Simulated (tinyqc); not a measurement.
Inside a calculation. Method: UHF in the sto-3g basis, for CH, spin multiplicity 4. One step of it, computed by the program tinyqc.

Problem. Orthogonalisation. S = U s U^T; symmetric (Loewdin) form X = U s^(-1/2) U^T, so that X^T S X = 1.

overlap S, order 1C 1s, 1C 2s, 1C 2px, 1C 2py, 1C 2pz, 2H 1s:
$$\begin{pmatrix}
1.000000 & 0.248362 & 0.000000 & 0.000000 & 0.000000 & 0.044164 \\
0.248362 & 1.000000 & 0.000000 & 0.000000 & 0.000000 & 0.409191 \\
0.000000 & 0.000000 & 1.000000 & 0.000000 & 0.000000 & 0.000000 \\
0.000000 & 0.000000 & 0.000000 & 1.000000 & 0.000000 & 0.000000 \\
0.000000 & 0.000000 & 0.000000 & 0.000000 & 1.000000 & 0.412861 \\
0.044164 & 0.409191 & 0.000000 & 0.000000 & 0.412861 & 1.000000
\end{pmatrix}$$

Give: eigenvalues of S; X.

Solution.

eigenvalues of S: [0.402, 0.818, 1.000, 1.000, 1.155, 1.624]

X, order 1C 1s, 1C 2s, 1C 2px, 1C 2py, 1C 2pz, 2H 1s:
$$\begin{pmatrix}
1.025 & -0.139 & 0.000 & 0.000 & -0.009 & 0.024 \\
-0.139 & 1.113 & 0.000 & 0.000 & 0.088 & -0.270 \\
0.000 & 0.000 & 1.000 & 0.000 & 0.000 & 0.000 \\
0.000 & 0.000 & 0.000 & 1.000 & 0.000 & 0.000 \\
-0.009 & 0.088 & 0.000 & 0.000 & 1.086 & -0.267 \\
0.024 & -0.270 & 0.000 & 0.000 & -0.267 & 1.172
\end{pmatrix}$$
